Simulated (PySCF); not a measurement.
Choosing a molecule for a target property.

All species are isolated and taken at one optimised geometry, non-relativistic unless stated. Electronic properties by PySCF.

Dipoles, sizes and rotational constants follow the conformer. The torsions of the flexible species, by atom-mapped SMILES:
- `[CH2:1]=[CH:2][CH2:3][Cl:4]`: C1–C2–C3–Cl4 -120°

**Question.** Wanted: lowest triplet excitation (Tamm–Dancoff) above 4.3 eV (TDA CAM-B3LYP/aug-cc-pVTZ) and smallest rotational constant above 200 GHz (PBE0-D3(BJ)/def2-TZVP), at PBE0-D3(BJ)/def2-TZVP geometries. Which candidate meets both?
A. `C#CC=O` (C3H2O)
B. `C/C=C\Cl` (C3H5Cl)
C. `C=CCCl` (C3H5Cl)
D. `Cl` (HCl)

**Answer.** D. Computed values:
```
          species  lowest triplet excitation (Tamm–Dancoff)  smallest rotational constant
   C#CC=O (C3H2O)                                   3.30 eV                     4.537 GHz
C/C=C\Cl (C3H5Cl)                                   4.24 eV                     2.963 GHz
  C=CCCl (C3H5Cl)                                   4.36 eV                     2.734 GHz
         Cl (HCl)                                   6.96 eV                   315.408 GHz
```

**Question.** Wanted: electronic spatial extent ⟨r²⟩ about the centre of nuclear charge above 350 bohr² (CAM-B3LYP/aug-cc-pVTZ) and lowest singlet excitation below 6.5 eV (TDDFT CAM-B3LYP/aug-cc-pVTZ), at PBE0-D3(BJ)/def2-TZVP geometries. Which candidate meets both?
A. `C=CCCl` (C3H5Cl)
B. `Cl` (HCl)
C. `C#CC=O` (C3H2O)
D. `C/C=C\Cl` (C3H5Cl)

**Answer.** D. Computed values:
```
          species  electronic spatial extent ⟨r²⟩ about the centre of nuclear charge  lowest singlet excitation
         Cl (HCl)                                                           34 bohr²                    7.49 eV
   C#CC=O (C3H2O)                                                          269 bohr²                    3.89 eV
C/C=C\Cl (C3H5Cl)                                                          424 bohr²                    6.21 eV
  C=CCCl (C3H5Cl)                                                          460 bohr²                    6.78 eV
```
